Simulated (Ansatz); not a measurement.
Basis-set extrapolation for C4H7F (`C/C=C(\C)F`) (PBE0-D4/def2-TZVP geometry, frozen core, the Gaussian-basis code of Ansatz). Multiplicity 1, RHF reference.

```csv
,def2-TZVPP,def2-QZVPP
HF,-255.070030,-255.081572
MP2 correlation,-0.920641,-0.987512
CCSD(T) correlation,-0.997245,not run
```

Energies in hartree. Use E(X) = E(∞) + A·exp(−7.88·√X) for Hartree–Fock and E(X) = E(∞) + B·X^(−2.97) for correlation, with X = 3 and 4, and add CCSD(T) minus MP2 of the smaller set to the MP2 limit.

Task: What is the CCSD(T) energy at the basis-set limit?

Result: HF limit: -255.081572 + (-0.011542) × 0.13774 = -255.08316. MP2 limit: -0.987512 + (-0.066871) × 0.74074 = -1.03705. Higher-order term: -0.997245 − (-0.920641) = -0.07660. Total: -256.19681 hartree, 340.1 kJ/mol below CCSD(T)/def2-TZVPP.
